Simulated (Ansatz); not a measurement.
## BSiH3 (SMILES B[SiH]): the energy, rung by rung

BSiH3: 5 atoms, total charge 0, spin state triplet. As SMILES, `B[SiH]`. Geometry: relaxed at GFN2-xTB.

```xyz
5

B    -0.2067   -0.7082    0.1267
Si    0.7608    0.8295   -0.3504
H    -1.3037   -0.6208    0.5495
H     0.2636   -1.7797    0.0100
H     0.4860    2.2792   -0.3358
```

Quantity: the energy change with the B1–H3 bond stretched from 1.179 to 1.474 Å, in eV. The values are calculated.

```json
{"level": "UHF/STO-3G", "kind": "Hartree–Fock", "program": "Ansatz", "value (eV)": "1.14", "less FCI/STO-3G": "+0.32", "CPU time (all runs)": "0.2 s"}
{"level": "USVWN5/STO-3G", "kind": "LDA", "program": "Ansatz", "value (eV)": "0.87", "less FCI/STO-3G": "+0.05", "CPU time (all runs)": "2 s"}
{"level": "UBLYP/STO-3G", "kind": "GGA", "program": "Ansatz", "value (eV)": "0.80", "less FCI/STO-3G": "-0.02", "CPU time (all runs)": "3 s"}
{"level": "U-r2SCAN0/STO-3G", "kind": "hybrid meta-GGA", "program": "Ansatz", "value (eV)": "0.99", "less FCI/STO-3G": "+0.17", "CPU time (all runs)": "8.6 s"}
{"level": "UPBE0/STO-3G", "kind": "global hybrid", "program": "Ansatz", "value (eV)": "0.94", "less FCI/STO-3G": "+0.12", "CPU time (all runs)": "3.3 s"}
{"level": "UCAM-B3LYP/STO-3G", "kind": "range-separated hybrid", "program": "Ansatz", "value (eV)": "0.96", "less FCI/STO-3G": "+0.14", "CPU time (all runs)": "4 s"}
{"level": "UMP2/STO-3G", "kind": "perturbation theory", "program": "Ansatz", "value (eV)": "0.95", "less FCI/STO-3G": "+0.13", "CPU time (all runs)": "0.21 s"}
{"level": "UCCSDTQ/STO-3G", "kind": "coupled cluster or CI", "program": "Ansatz", "value (eV)": "0.82", "less FCI/STO-3G": "0.00", "CPU time (all runs)": "27 s"}
{"level": "FCI/STO-3G", "kind": "exact in the basis", "program": "Ansatz", "value (eV)": "0.82", "less FCI/STO-3G": "0.00", "CPU time (all runs)": "2.5 s"}
```

FCI/STO-3G is exact within its basis and frozen core, so for wave-function methods in that basis the difference is their error; functionals converge differently with the basis, so for them it is only a difference. The first shape isn't each level's own minimum. The values span 0.80 to 1.14 eV. All rows use very small basis sets, so none should be taken for the real molecule's value. In so small a basis fixed costs decide the times, and correlated methods can beat functionals. CPU times are rough (shared hosts, several kinds of processor and program).
